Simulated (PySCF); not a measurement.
Match the calculated data to a structure.

All candidates are C5H9N2 (charge +1).

| technique | computed result |
| --- | --- |
| Rotational structure | rotational constants A, B, C: 23.479, 0.809, 0.782 GHz [GFN2-xTB] |
| Polarisability | 105.7 au [PBE0/def2-SVPD] |
| UV, first state | lowest singlet excitation: 4.16 eV (298 nm, f = 1.162) [TDDFT PBE0/def2-SVPD] |
| Triplet | lowest triplet excitation (Tamm–Dancoff): 2.15 eV [TDA PBE0/def2-SVPD] |

Electronic properties: PySCF, gas phase, density fitting. Levels stand in brackets. The structure is a single GFN2-xTB conformer in the gas phase; no vibrational or solvent corrections.

Problem. Which candidate is it?
A. `N/C=C/C=C/C=[NH2+]`
B. `Cc1c[nH+]c(C)[nH]1`
C. `CC[n+]1cc[nH]c1`
D. `Cn1ccc[n+]1C`

Solution. A. It is `N/C=C/C=C/C=[NH2+]`. Numbering: `[NH2:1]/[CH:2]=[CH:3]/[CH:4]=[CH:5]/[CH:6]=[NH2+:7]`. S1 is mainly HOMO→LUMO (weight 0.98); the largest Löwdin shares of the orbital it empties are 0.20 on each of 2 atoms of one kind (alkene CH carbon) and 0.14 on each of 2 atoms of one kind (nitrogen bonded to C and 2 H), of the orbital it fills 0.21 on an alkene CH carbon and 0.17 on each of 2 atoms of one kind (carbon bonded to C, N and H). The optimised geometry has point group C2v and is an asymmetric top.

The others, at the same levels:
- `Cn1ccc[n+]1C` fails: its computed lowest singlet excitation is 6.28 eV (197 nm, f = 0.147) (against 4.16 eV), lowest triplet excitation (Tamm–Dancoff) is 4.65 eV (against 2.15 eV) and static isotropic polarisability is 65.7 au (against 105.7 au).
- `Cc1c[nH+]c(C)[nH]1` fails: its computed lowest singlet excitation is 5.96 eV (208 nm, f = 0.233) (against 4.16 eV), lowest triplet excitation (Tamm–Dancoff) is 4.34 eV (against 2.15 eV) and static isotropic polarisability is 66.7 au (against 105.7 au).
- `CC[n+]1cc[nH]c1` fails: its computed lowest singlet excitation is 6.37 eV (195 nm, f = 0.117) (against 4.16 eV), lowest triplet excitation (Tamm–Dancoff) is 4.54 eV (against 2.15 eV) and static isotropic polarisability is 64.6 au (against 105.7 au).

Each candidate is one conformer, not necessarily the lowest. Dipoles, sizes and rotational constants follow the conformer. The torsions of the flexible species, by atom-mapped SMILES:
- `[NH2:1]/[CH:2]=[CH:3]/[CH:4]=[CH:5]/[CH:6]=[NH2+:7]`: C2–C3–C4–C5 180°, C4–C5–C6–N7 180°, H–N1–C2–C3 0°, H–N1–C2–C3 180°
- `[CH3:1][CH2:2][n+:3]1[cH:4][cH:5][nH:6][cH:7]1`: C1–C2–N3–C4 86°
